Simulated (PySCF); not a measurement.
trifluoromethane (CHF3), SMILES C(F)(F)F.

Coordinates come from a PBE0-D3(BJ)/def2-TZVP optimisation.

Calculation: CAM-B3LYP/def2-TZVPD (PySCF).

The molecule is in vacuum.

Computed frontier levels, gap, dipole moment and polarisability:
```
Quantity                                                                                                        Value
---------------------------------------------------------------------------------------------  ----------------------
highest occupied level                                                                                      -13.00 eV
lowest empty level                                                                                            0.90 eV
orbital gap                                                                                                  13.90 eV
dipole moment                                                                                                  1.64 D
quadrupole, principal values (traceless, Buckingham form, about the centre of nuclear charge)  -1.83, -1.83, 3.65 D·Å
mean static polarisability                                                                       18.7 bohr³ (2.77 Å³)
polarisability, principal values                                                               17.9, 19.1, 19.1 bohr³
```
